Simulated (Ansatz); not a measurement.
bcc Rb, treated with HSE06-D3(BJ) in Ansatz (plane waves, PAW).

Settings: plane-wave cutoff 460 eV, 8×8×8 k mesh, Fermi–Dirac smearing 0.05 eV, scalar-relativistic PAW data made under PBE.

Energies at three volumes about the minimum:

```tsv
V (Å³/atom)	E − E_lowest (meV/atom)
82.547	0.70
84.664	0.00
87.080	0.53
```

Task: Fit a parabola by hand: where is the minimum, what lattice constant follows, and what is the bulk modulus?

Result: Slopes: (0.00 − 0.70)/(84.664 − 82.547) = -0.331 and (0.53 − 0.00)/(87.080 − 84.664) = 0.219 meV/Å³. Curvature E″ = 2 × (0.219 − (-0.331))/(87.080 − 82.547) = 0.243 meV/Å⁶. From the middle of the first interval, the slope vanishes at V0 = 83.6055 − (-0.331)/0.243 = 84.968 Å³/atom. B = V0 E″ = 84.968 × 0.243 meV/Å³ × 0.1602 GPa per meV/Å³ = 3.31 GPa. With 2 atoms in the cube, a = (2 × 84.968)^(1/3) = 5.539 Å. The full Birch–Murnaghan fit to all volumes gives V0 = 84.926 Å³/atom and B0 = 3.28 GPa.

Measured, for comparison: bulk modulus 2.92 GPa (corrected for temperature and zero-point phonon effects, our sources range from 2.92 to 3.60; as tabulated in Levämäki et al. (2014), arXiv:1402.3671); lattice constant a 5.576 Å (low-temperature or extrapolated to 0 K; zero-point anharmonic expansion removed; as tabulated in Csonka et al. (2009), arXiv:0903.4037). Computed (rounded) less measured: bulk modulus not scored (sources differ).

Ansatz is a quantum-chemistry and plane-wave program.
